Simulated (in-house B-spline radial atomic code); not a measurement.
Ne. Computed with a B-spline radial atomic code. Model: all-electron spherical atom, spin shells full or empty, radial basis limit, no spin-orbit coupling, Breit or QED, empty-state partial waves extrapolated as (l+1/2)^-4, RPA, G0W0 and static COHSEX of the highest shell as one setting changes (uncorrelated shells keep exact exchange).

Given: element Ne; charge 0; filled core He; hamiltonian non-relativistic; mean-field start PBE; highest l of empty states 9; highest mean-field shell 2p.

Shell: 2s 1 1, 2p 3 3 (electrons up and down).

```csv
natural log step of frequency grid,RPA correlation energy (hartree),G0W0 level (eV),G0W0 minus most complete (meV),RPA minus most complete (millihartree),linearised minus solved G0W0 (meV)
0.25,-0.6072,-20.583,0,0,-263.6
0.4,-0.6072,-20.583,0,0,-263.6
0.6,?,?,?,?,?
0.9,-0.60721,-20.582,0.3,0,-263.6
1.3,-0.60731,-20.582,0.5,-0.1,-263.6
1.8,-0.60775,-20.586,-3.7,-0.5,-261.8
2.5,?,?,?,?,?
3.5,-0.65803,-20.768,-185.7,-50.8,-332.4
```

**Question.** What follows for natural log step of frequency grid = 2.5?

**Answer.** RPA correlation energy -0.6157 hartree; G0W0 level -20.641 eV; G0W0 minus most complete -58.3 meV; RPA minus most complete -8.5 millihartree; linearised minus solved G0W0 -266.7 meV.

**Question.** What follows for natural log step of frequency grid = 0.6?

**Answer.** RPA correlation energy -0.6072 hartree; G0W0 level -20.583 eV; G0W0 minus most complete -0.4 meV; RPA minus most complete 0 millihartree; linearised minus solved G0W0 -263.7 meV.
